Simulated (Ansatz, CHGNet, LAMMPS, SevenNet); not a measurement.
**How well does each level of theory give the elastic constant C13 of hcp Mg?**

Reference value: 21.7 GPa (measured, 0 K, extrapolated to 0 K; zero-point effects included; as tabulated in Ibrahim et al. (2023), arXiv:2305.03577).

| level (code) | value (GPa) | cell (Å³/atom) | difference (%) |
|---|---|---|---|
| Lennard-Jones jacobson2022 (LAMMPS) | 39.2 | 22.97 | +81 |
| CHGNet 0.3.0 | 26.4 | 22.85 | +22 |
| SevenNet-0 | 31.2 | 22.96 | +44 |
| LDA (Ansatz) | 21.9 | 21.61 | +0.9 |
| PBE (Ansatz) | 19.9 | 22.95 | -8.3 |
| PBEsol (Ansatz) | 20.1 | 22.51 | -7.4 |
| r²SCAN (Ansatz) | 20.3 | 22.57 | -6.5 |

Once the reference is moved by up to 5.0 % (a margin picked here for doubts on the reference and the settings, and for temperature and zero-point motion) and values within 1.7 % count as equal, the nearest can be LDA (+0.9 %), r²SCAN (-6.5 %) or PBEsol (-7.4 %). Farthest off among them: Lennard-Jones jacobson2022 (+81 %).

The measured value isn't corrected to a static lattice, so vibrations enter the comparison.  Each level is taken at its own relaxed cell. Cutoffs differ between the levels. Ansatz's density-functional and Hartree–Fock values are scalar-relativistic unless marked +SOC, with PAW data made under PBE.

Empirical potentials (Lennard-Jones jacobson2022) are fitted to chosen data: where that held the value shown, agreement is built in, and what lay outside the fit can be far off. Machine-learned potentials (CHGNet 0.3.0, SevenNet-0) are trained on DFT data: a solid inside that data is no test of them.

Differences are worked out from the printed values.

Ansatz is a first-principles code.
